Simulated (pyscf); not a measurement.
A first-order saddle from PySCF, ωB97X-D3(BJ)/def2-SVP:

```xyz
10

O      0.6100     1.3226    -1.1322
Si    -0.4773     0.2369    -0.5228
O      0.3821    -1.1689    -0.4080
O     -1.7857     0.3919    -1.5033
F     -1.8623    -0.7665     0.8142
H      1.5313     1.0605    -1.0263
H     -0.0690    -1.8534     0.0999
H     -2.5830     0.0079    -1.1203
Cl    -1.6654     0.4585     2.3383
H     -0.7251     0.9279     0.9201
```
Charge 0, spin multiplicity 1.

Surface: singlet, charge 0. Lowest wavenumbers (cm⁻¹): 1149i, 43, 157, 186, 218.

Name the species on either side of this saddle.

HO–Si(OH)(OH)–F + hydrogen chloride (HCl) <-> HO–SiH(OH)–OH + F–Cl, a four-centre exchange read from left to right: F–Si, Cl–H broken and H–Si, Cl–F formed. At ωB97M-D3(BJ)/def2-TZVP it lies +149.8 kcal/mol from the left side and +42.4 kcal/mol from the right (each side as separated species at their lowest minima found). On the reactant side the descent ends in a complex (not fully relaxed), 4.8 kcal/mol under the separated species and 155.8 kcal/mol under the saddle at ωB97X-D3(BJ)/def2-TZVP. The same reactants have a lower exit, to HO–Si(OH)(OH)–F + HCl (barrier +29.1 kcal/mol at ωB97M-D3(BJ)/def2-TZVP, against +149.8 kcal/mol here). One saddle was located; it need not be the lowest between these sides. One closed-shell reference is unstable to symmetry breaking; treat the single-reference values with care.
